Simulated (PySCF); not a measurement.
# [NH4]+ (ammonium) at 6 levels

Wanted: a comparison of 6 runs (B3LYP/STO-3G, PBE/STO-3G, PBE0/STO-3G, UPBE0/STO-3G, UMP2/STO-3G, UCCSD(T)/STO-3G) of [NH4]+ (ammonium). Input form: a Python script.

Program for the calculation: PySCF 2.14.0.

16 further runs of the same task are left out: 4 that didn't finish, 12 set aside as unsound or not needed.

## 1. The structure to begin with

[NH4]+: 5 atoms, total charge +1, spin state singlet. SMILES: `[NH4+]`. The N1–H4 distance was set to 1.853 Å, away from the relaxed value. At this shape a bond of the SMILES string is far longer than usual.

Bond lengths: N1–H2 1.030 Å, N1–H3 1.029 Å, N1–H5 1.030 Å. Angles: H2–N1–H3 109.5°, H2–N1–H5 109.5°, H3–N1–H5 109.4°.

## 2. A single-point energy at B3LYP/STO-3G (run 1)

input.py reads:

```python
from pyscf import gto, dft

mol = gto.Mole()
mol.atom = '''
N     -0.036133     0.963745     1.221870
H      0.825185     0.111913     2.744347
H     -1.884248     1.374742     1.668904
H      0.045505    -1.204417    -1.527314
H      0.904572     2.608620     0.779750
'''
mol.max_memory = 1860
mol.verbose = 4
mol.unit = 'bohr'
mol.basis = 'sto-3g'
mol.charge = 1
mol.spin = 0
mol.build()

calc0 = dft.RKS(mol, xc='b3lyp')
calc0.grids.level = 5
calc0.conv_tol = 1e-10
calc0.kernel()
if not calc0.converged:
    calc0 = calc0.newton().run(calc0.mo_coeff, calc0.mo_occ)

energy = calc0.e_tot
print(f'total energy: {energy:.8f} hartree')
```

On the command line:

```bash
$ OMP_NUM_THREADS=1 python input.py
```

Standard output:

```text
PySCF version 2.14.0

[... 67 lines left out ...]
converged SCF energy = -56.042916954002
total energy: -56.04291695 hartree
```

It took 1.4 s on 1 thread of Arm Neoverse V2, shared host; peak memory 0.15 GiB.

## 3. A single-point energy at PBE/STO-3G (run 2)

input.py reads:

```python
from pyscf import gto, dft

mol = gto.M(
    atom='''
N     -0.036133     0.963745     1.221870
H      0.825185     0.111913     2.744347
H     -1.884248     1.374742     1.668904
H      0.045505    -1.204417    -1.527314
H      0.904572     2.608620     0.779750
''',
    basis='sto-3g',
    max_memory=1860,
    unit='bohr',
    charge=1,
    verbose=4,
)

mf = dft.RKS(mol, xc='pbe')
mf.conv_tol = 1e-10
mf.grids.level = 5
mf.kernel()
if not mf.converged:
    mf = mf.newton().run(mf.mo_coeff, mf.mo_occ)

etot = mf.e_tot
print('Final energy', etot)
```

On the command line:

```bash
$ OMP_NUM_THREADS=1 python input.py
```

Standard output:

```text
PySCF version 2.14.0

[... 74 lines left out ...]
converged SCF energy = -55.9784087381443
Final energy -55.978408738144324
```

Run time: 1.5 s. Hardware: 1 thread of Arm Neoverse V2, shared host; peak memory 0.16 GiB.

## 4. The energy at PBE0/STO-3G (run 3)

mol.xyz reads:

```xyz
5

N     -0.019121     0.509992     0.646586
H      0.436669     0.059222     1.452246
H     -0.997101     0.727482     0.883146
H      0.024080    -0.637350    -0.808220
H      0.478679     1.380422     0.412626
```

calc.py reads:

```python
from pyscf import gto, dft

system = gto.M(
    atom='mol.xyz',
    verbose=3,
    basis='sto-3g',
    charge=1,
    max_memory=1860,
)

mf = dft.RKS(system, xc='pbe0')
mf.conv_tol = 1e-10
mf.grids.level = 5
mf.kernel()
if not mf.converged:
    mf = mf.newton().run(mf.mo_coeff, mf.mo_occ)

e_final = mf.e_tot
print('E = %.10f Eh' % e_final)
```

On the command line:

```bash
$ OMP_NUM_THREADS=1 python calc.py
```

Standard output:

```text
converged SCF energy = -55.9791912917669
E = -55.9791912918 Eh
```

Run time: 1.4 s. Hardware: 1 thread of Arm Neoverse V2, shared host; peak memory 0.15 GiB.

Runs 4 to 5 aren't shown in full; the table further down has their settings and results.

## 5. A single-point energy at UCCSD(T)/STO-3G (run 6)

input.py reads:

```python
from pyscf import gto, cc

molecule = gto.M(
    atom=[
    ('N', (-0.019121, 0.509992, 0.646586)),
    ('H', (0.436669, 0.059222, 1.452246)),
    ('H', (-0.997101, 0.727482, 0.883146)),
    ('H', (0.024080, -0.637350, -0.808220)),
    ('H', (0.478679, 1.380422, 0.412626)),
],
    basis='sto-3g',
    max_memory=1860,
    spin=0,
    verbose=3,
    charge=1,
)

myscf = molecule.UHF()
myscf.conv_tol = 1e-10
myscf.kernel()
if not myscf.converged:
    myscf = myscf.newton().run(myscf.mo_coeff, myscf.mo_occ)
for _ in range(3):
    mo, _, stable, _ = myscf.stability(return_status=True)
    if stable:
        break
    myscf.kernel(myscf.make_rdm1(mo, myscf.mo_occ))

mycc = cc.CCSD(myscf, frozen=1)
mycc.kernel()
e_t = mycc.ccsd_t()
e_tot = mycc.e_tot + e_t
print('E = %.10f Eh' % e_tot)
```

On the command line:

```bash
$ OMP_NUM_THREADS=1 python input.py
```

Standard output:

```text
converged SCF energy = -55.6672452082165  <S^2> = 8.970602e-14  2S+1 = 1
<class 'pyscf.scf.uhf.UHF'> wavefunction has an internal instability
converged SCF energy = -55.6901108726363  <S^2> = 0.58893701  2S+1 = 1.8318701
<class 'pyscf.scf.uhf.UHF'> wavefunction is stable in the internal stability analysis
E(UCCSD) = -55.79201494963633  E_corr = -0.1019040770000272
UCCSD(T) correction = -0.000988269503999337
E = -55.7930032191 Eh
```

It took 0.83 s on 1 thread of Arm Neoverse V2, shared host; peak memory 0.12 GiB.

## 6. Overview of the runs

```
run            level  follow instability  integration grid  energy (Eh)  HOMO energy (eV)  LUMO energy (eV)  HOMO–LUMO gap (eV)  wall time
  1     B3LYP/STO-3G                   –                 5   -56.042917            -17.02             -9.80                7.22      1.4 s
  2       PBE/STO-3G                   –                 5   -55.978409            -15.96            -10.60                5.36      1.5 s
  3      PBE0/STO-3G                   –                 5   -55.979191            -17.19             -9.41                7.77      1.4 s
  4     UPBE0/STO-3G                 yes                 5   -55.979340            -17.11             -9.74                7.37      7.8 s
  5      UMP2/STO-3G                 yes                 –   -55.743989            -19.80             -4.46               15.34     0.79 s
  6  UCCSD(T)/STO-3G                 yes                 –   -55.793003            -19.80             -4.46               15.34     0.83 s
```

## 7. Outcome

| quantity | value |
| --- | --- |
| run 6: total energy | -55.79300 Eh |
| run 6: HOMO energy (Hartree–Fock orbitals) | -19.80 eV |
| run 6: LUMO energy (Hartree–Fock orbitals) | -4.46 eV |
| run 6: HOMO–LUMO gap (Hartree–Fock orbitals) | 15.34 eV |
| run 6: correlation energy (1 core orbital frozen) | -102.9 mEh |
| run 6: (T) correction | -0.99 mEh |
| run 6: ⟨S²⟩ of the reference determinant | 0.589 |
| run 6: T1 diagnostic | 0.104 |

What this shows: Over runs 1, 2, 3, 4 the HOMO–LUMO gap runs from 5.36 eV (PBE/STO-3G) to 7.77 eV (PBE0/STO-3G). Totals of different functionals can't be ranked against each other. In runs 1, 2, 3, 4, 5, 6 the basis is minimal, so the values are rough. Spin contamination of the reference: run 5 ⟨S²⟩ = 0.59, run 6 ⟨S²⟩ = 0.59. All runs together took 14 s, the longest 7.8 s.
